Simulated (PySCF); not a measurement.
## XPS shifts beside NMR shieldings

Species: 3,3-dimethyl-1-butene, C6H12.
Numbering: `[CH2:1]=[CH:2][C:3]([CH3:4])([CH3:5])[CH3:6]`

Structure used (PBE0-D3(BJ)/def2-SVP), in Å, numbered top down from 1:
```
atom  x, y, z in Å
C1     2.180   -0.417    0.607
C2     1.268   -0.087   -0.307
C3    -0.224    0.055   -0.114
C4    -0.618    1.491   -0.487
C5    -0.924   -0.924   -1.068
C6    -0.653   -0.236    1.321
H7     3.239   -0.490    0.348
H8     1.915   -0.628    1.647
H9     1.608    0.112   -1.333
H10   -1.709    1.628   -0.409
H11   -0.322    1.730   -1.521
H12   -0.132    2.219    0.181
H13   -0.668   -1.966   -0.822
H14   -2.018   -0.814   -1.004
H15   -0.628   -0.742   -2.114
H16   -0.377   -1.258    1.625
H17   -0.190    0.468    2.030
H18   -1.746   -0.141    1.419
```

Binding energies: delta-SCF UKS SCAN, pcX-2 on the ionised atom, pcseg-1 elsewhere, spin-free X2C in PySCF. Shieldings: GIAO PBE0/pcSseg-1, non-relativistic, same geometry.

| atom | C 1s (eV) |
| --- | --- |
| C1 | 289.93 |
| C2 | 290.22 |
| C3 | 290.69 |
| C4 | 290.33 |

What are the absolute isotropic shieldings of these atoms?

```csv
atom,environment,C 1s (eV),isotropic shielding (ppm)
C1,terminal =CH2 carbon,289.93,67.9
C2,alkene CH carbon,290.22,25.1
C4,methyl carbon,290.33,152.3
C3,allylic carbon,290.69,149.7
```

Among the listed atoms, is the one with the highest binding energy also the least shielded?

No. The highest binding energy is at C3 (290.69 eV, shielding 149.7 ppm), the lowest shielding at C2 (25.1 ppm, 290.22 eV).

By binding energy: C1 < C2 < C4 < C3. By shielding: C2 < C1 < C3 < C4.

Of atoms equivalent by bonding only the ionised one is listed; its partners' own values can differ in this conformer. Geometry: PBE0-D3(BJ)/def2-SVP; no solvent, vibrations or thermal averaging.
